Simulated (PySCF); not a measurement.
## SO: everyday levels beside a composite calculation

PySCF; the state is a triplet (π ↑↑). The composite is CCSD(T) extrapolated to the basis-set limit from two correlation-consistent sets, with core-valence (CV) and scalar-relativistic (SR) terms as its label shows; it has no spin–orbit coupling and nothing beyond (T). Here it is CCSD(T)/CBS(TQ)+CV+SR. It gives Re = 1.482 Å, ωe = 1160 cm⁻¹ and De = 5.42 eV to S + O.

| level | basis | relativity | Re (Å) | ωe (cm⁻¹) | De (eV) |
| --- | --- | --- | --- | --- | --- |
| UHF-MP2 | 6-311G(d,p) | no relativity | 1.514 | 1091 | 4.71 |
| ROHF-CCSD(T) | def2-TZVPPD | no relativity | 1.493 | 1145 | 5.14 |
| revPBE | 3-21G | no relativity | 1.647 | 948 | 4.55 |
| M06-L | aug-cc-pV(D+d)Z/aug-cc-pVDZ | no relativity | 1.509 | 1128 | 5.31 |
| M06-L | def2-TZVPPD | no relativity | 1.487 | 1175 | 5.54 |
| TPSSh | def2-TZVPPD | no relativity | 1.492 | 1152 | 5.42 |
| PBE0 | 6-311G(d,p) | no relativity | 1.500 | 1156 | 4.93 |
| PBE0 | x2c-TZVPPall | spin-free X2C | 1.480 | 1198 | 5.46 |
| CAM-B3LYP | aug-cc-pV(D+d)Z/aug-cc-pVDZ | no relativity | 1.495 | 1171 | 5.24 |
| CAM-B3LYP | x2c-TZVPPall | spin-free X2C | 1.478 | 1205 | 5.44 |

Task: Give the difference of each row from the composite.

Result: 

| level | basis | ΔRe (pm) | Δωe (%) | ΔDe (eV) |
| --- | --- | --- | --- | --- |
| UHF-MP2 | 6-311G(d,p) | +3.2 | -5.9 | -0.71 |
| ROHF-CCSD(T) | def2-TZVPPD | +1.1 | -1.3 | -0.28 |
| revPBE | 3-21G | +16.5 | -18.3 | -0.87 |
| M06-L | aug-cc-pV(D+d)Z/aug-cc-pVDZ | +2.7 | -2.8 | -0.11 |
| M06-L | def2-TZVPPD | +0.5 | +1.3 | +0.12 |
| TPSSh | def2-TZVPPD | +1.0 | -0.7 | +0.00 |
| PBE0 | 6-311G(d,p) | +1.8 | -0.3 | -0.49 |
| PBE0 | x2c-TZVPPall | -0.2 | +3.3 | +0.04 |
| CAM-B3LYP | aug-cc-pV(D+d)Z/aug-cc-pVDZ | +1.3 | +0.9 | -0.18 |
| CAM-B3LYP | x2c-TZVPPall | -0.4 | +3.9 | +0.02 |

Task: Which rows come closest in De?

Result: TPSSh in def2-TZVPPD (+0.00 eV), counted from the composite.

Measured (Huber and Herzberg, Constants of Diatomic Molecules (1979)): Re = 1.481087 Å, ωe = 1149.22 cm⁻¹; the composite is off by +0.5 mÅ and +11.3 cm⁻¹.

Correlated steps freeze 6 core orbitals. 3-21G is very small, so such numbers show the basis as much as the molecule. The state was picked by a PBE0 search and need not be the measured ground state.
